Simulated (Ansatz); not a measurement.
## Energy profile

The step: SiH₂O₂ ([OH][Si][OH]) → H₂O + SiO; bonds formed: H1–O4; bonds broken: H1–O2, Si3–O4 (atoms numbered as in the saddle structure below).

```
atom    x (Å)    y (Å)    z (Å)
  H1  -0.3754  -0.0125  -0.5648
  O2  -0.0961  -1.3625  -0.5597
 Si3   0.4521  -0.9277   0.8470
  O4  -0.2691   0.7728   0.2441
  H5   0.2885   1.5301   0.0334
```

Electronic energies by CCSD(T) at an estimated basis limit (MP2 extrapolated from triple and quadruple zeta, plus CCSD(T) − MP2 in triple zeta), on PBE0-D4/def2-TZVP structures; SiH2O2, singlet; no counterpoise correction. Ansatz 0.2.0; basis: def2-TZVPP and def2-QZVPP; cores frozen in the correlated methods. Extrapolation: Hartree–Fock as exp(−7.88 √X), correlation as X^−2.97.

Give the profile in kcal/mol, counted from the start structure. (Judge from chemistry; the value comes from the calculation.)

The calculation gives:
```
                                                                           point  kcal/mol
                                                                 start structure      0.00
                                                                          saddle     42.88
                                                                   end structure     33.84
separated: H2O (H1, O4, H5; singlet) + SiO (linked as [O][Si]; O2, Si3; singlet)     39.35
```

T1 diagnostic: at most 0.027. The T1 diagnostic is large here, which may signal multireference character or strong orbital relaxation, so CCSD(T) is less sure.

For scale, one of the runs: CCSD(T)/def2-TZVPP, 132 basis functions, launched by `ansatz run in.yaml --threads 2 --pin off --events-out ev --progress --plain --max-ram 4352MiB`. Time: 8.5 s of wall clock on 2 CPU threads of an Arm Neoverse V1; the host was shared. Peak host memory: 0.66 GiB.
